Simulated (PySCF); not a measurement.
Saddle point of CH4FS (charge -1), closed shell ([CH₃F ([CH3][F]) + HS]⁻ → [CH₄S ([CH3][SH]) + F]⁻; bonds formed: C2–S3; bonds broken: F1–C2), PBE0-D4/def2-TZVPD structure:

F1  (-2.083, -0.645, 0.740)
C2  (-0.313, -0.250, 0.148)
S3  (1.826, 0.193, -0.554)
H4  (-0.728, -0.012, -0.811)
H5  (-0.261, 0.490, 0.922)
H6  (-0.048, -1.267, 0.372)
H7  (1.608, 1.491, -0.818)
(Å)

Energies are electronic, without zero-point energy. Barriers and step energies count from the start structure reached by relaxing down the imaginary mode; all methods use the PBE0-D4 structures, on which another method's saddle can fall below an end. Computed with PySCF 2.14 with density fitting (its default auxiliary sets; JK sets also for MP2 and CCSD(T)) (basis: def2-TZVPPD, with def2-QZVPPD for the basis limit); correlated methods freeze the cores. B3LYP uses VWN-RPA correlation. Extrapolation: Hartree–Fock as exp(−7.88 √X), correlation as X^−2.97.

```tsv
method	barrier (kcal/mol)	step energy (kcal/mol)
SPW92	13.79	5.69
PBE-D4	13.35	4.54
r2SCAN-D4	16.59	7.40
PBE0-D4	?	7.88
B3LYP-D4	18.31	7.45
BHLYP-D4	?	10.71
wB97M-V	?	8.22
HF	35.37	17.63
MP2	22.20	5.92
CCSD	25.93	9.71
CCSD(T)	22.56	8.34
```

Q: Fill in the withheld barriers. (To be estimated.)

A: Computed: wB97M-V 22.63; PBE0-D4 20.32; BHLYP-D4 25.23 kcal/mol. Each is the energy of the saddle less that of the start structure, by the same method.

For comparison, the barrier by CCSD(T) at an estimated basis limit (MP2 extrapolated from triple and quadruple zeta, plus CCSD(T) − MP2 in triple zeta) is 22.76 kcal/mol.

The T1 diagnostic stays at or below 0.020. The end structure is not quite a true minimum (one mode of 43i cm⁻¹).

Labels in which every atom is bracketed show which atoms are joined, not bond orders.

For scale, one of the runs: CCSD(T)/def2-TZVPPD, 196 basis functions, launched by `OMP_NUM_THREADS=4 python run.py`. Hardware: 4 CPU threads of a Oxide Virtual Turin-like, shared host. Wall time 3.3 min; peak host memory 2.3 GiB.
